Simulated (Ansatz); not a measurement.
**NH3 with N2: structure and interaction energy**

How do NH3 and N2 sit together, how strongly do they interact, and which methods get it right?

Program: Ansatz 0.2.0, Gaussian basis. Level of theory: PBE0-D4 structure, single points in def2-TZVPPD. These are calculated values, not measurements.

Levels: PBE-D4, revPBE-D4, BLYP-D4, r2SCAN-D4, B97M-V, PBE0-D4, B3LYP-D4, HSE06-D4, wB97X-V, wB97M-V, B2PLYP, Hartree-Fock, MP2, CCSD, CCSD(T). The reference is CCSD(T) extrapolated to the basis limit.

Cores are frozen in the correlated methods. B3LYP uses VWN-RPA correlation. B2PLYP carries no dispersion term here.

176 further runs of the same task are left out: 176 set aside as unsound or not needed.

## 1. Starting geometry

The pair, from a GFN2-xTB docking trial: 6 atoms, charge 0, spin multiplicity 1.

Atoms are counted from 1 here; the program's logs count them from 0.

Bond lengths: N1–H2 1.012 Å, N1–H3 1.011 Å, N1–H4 1.012 Å, N5–N6 1.103 Å. Angles: H2–N1–H3 108.5°, H2–N1–H4 108.8°, H3–N1–H4 108.6°.

As a file:

```
atom    x (Å)    y (Å)    z (Å)
  N1  -0.0260   0.0463  -0.7018
  H2  -0.1073  -0.9383  -0.9208
  H3  -0.7160   0.5530  -1.2393
  H4   0.8940   0.3664  -0.9754
  N5  -0.4134  -0.2629   1.6206
  N6   0.3687   0.2355   2.2168
```

Atoms 1 to 4 are fragment A (NH3), the rest fragment B (N2).

## 2. A first relaxation in a small basis

The input, pre/in.yaml:

```yaml
crystal:
  periodic: [false, false, false]
  atoms:
    - {symbol: N, position_ang: [-0.026000, 0.046300, -0.701800]}
    - {symbol: H, position_ang: [-0.107300, -0.938300, -0.920800]}
    - {symbol: H, position_ang: [-0.716000, 0.553000, -1.239300]}
    - {symbol: H, position_ang: [0.894000, 0.366400, -0.975400]}
    - {symbol: N, position_ang: [-0.413400, -0.262900, 1.620600]}
    - {symbol: N, position_ang: [0.368700, 0.235500, 2.216800]}
basis:
  gaussian: {orbitals: def2-SVP}
hamiltonian: {xc: pbe, dispersion: d4}
relax: {f_tol: 0.03, max_steps: 250}
```

Launch:

```sh
ansatz run in.yaml --threads 2 --pin off --events-out ev --progress --plain --max-ram 5222MiB
```

Further steps of the session: Relaxation at PBE0-D4; PBE-D4/def2-TZVPPD; r2SCAN-D4/def2-TZVPPD; PBE0-D4/def2-TZVPPD; B3LYP-D4/def2-TZVPPD; wB97X-V/def2-TZVPPD; wB97M-V/def2-TZVPPD; B2PLYP/def2-TZVPPD; BLYP-D4/def2-TZVPPD; revPBE-D4/def2-TZVPPD; B97M-V/def2-TZVPPD; HSE06-D4/def2-TZVPPD; CCSD(T)/def2-TZVPPD; MP2/def2-QZVPPD; Hartree-Fock/STO-3G; PBE-D4/STO-3G; B3LYP-D4/6-31G; SPW92/def2-SVP; PBE-D4/def2-SVP; PBE0-D4/def2-SVP; wB97M-V/def2-SVP; CCSD(T)/def2-SVP; Vibrations of the pair.

**Question.** What will these runs give? Wanted: interaction energy, CCSD(T)/CBS; of it Hartree-Fock; D4 term of PBE0-D4; shortest contact; lowest wavenumber.

The runs gave:

```
                        quantity         value
 interaction energy, CCSD(T)/CBS     -29.0 meV
of it Hartree-Fock (basis limit)      +6.8 meV
              D4 term of PBE0-D4     -15.4 meV
                shortest contact  H2–N5 2.88 Å
               lowest wavenumber       27 cm⁻¹
```

What this shows: The pair is bound by 29.0 meV at fixed fragment shapes. Hartree-Fock doesn't bind it at this geometry, so correlation, mostly dispersion, holds it together. wB97X-V is the best functional here (-0.6 meV from CCSD(T)/CBS); B2PLYP is the worst (+14.7 meV). Mean unsigned error by rung: GGA 5.9, meta-GGA 1.5, hybrid 2.7, screened hybrid 3.4, range-separated hybrid 1.4, double hybrid 14.7 meV. PBE-D4 gives an interaction energy 8.6 meV too low, an error of 30 % of the reference. CCSD(T) moves by -2.8 meV from triple zeta to the limit; gaps between functionals far smaller than that don't rank them. A lower arrangement may exist.
